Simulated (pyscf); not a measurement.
This saddle point was located with ωB97X-D3(BJ)/def2-SVP in PySCF.

```xyz
10

Si    -1.9232     0.1188     0.0714
O     -0.0392     0.0184    -0.1068
B      0.8833    -0.4066    -1.0194
H     -2.0703    -0.5044    -1.2934
H     -2.5790    -0.8771     0.9565
H     -2.5547     1.4507    -0.1088
H      2.0498    -0.2878    -0.7362
H      0.4725    -0.8740    -2.0511
F     -1.0191     0.8201     1.6254
H     -0.0534     0.4810     0.9045
```
Charge 0, spin multiplicity 1.

Surface: singlet, charge 0. Lowest wavenumbers (cm⁻¹): 693i, 114, 191, 226, 321.

### Question
Which two sides does it connect, and which bonds change?

### Answer
H₂B–O–SiH₃ + hydrogen fluoride (HF) ⇌ F–SiH₃ + H₂B–OH, a four-centre exchange read from left to right: O–Si, F–H broken and F–Si, H–O formed. At CCSD(T)/def2-TZVPP + ΔMP2(QZVPP) it lies +84.6 kJ/mol from the left side and +129.6 kJ/mol from the right (each side as separated species at their lowest minima found). On the reactant side the descent ends in a complex, 26.4 kJ/mol under the separated species and 100.3 kJ/mol under the saddle at ωB97X-D3(BJ)/def2-TZVP. At ωB97X-D3(BJ) the barrier from the zero used here is 74.0 kJ/mol. One saddle was located; it need not be the lowest between these sides. The CCSD(T) − MP2 part came from Ansatz, without density fitting, on the same reference.
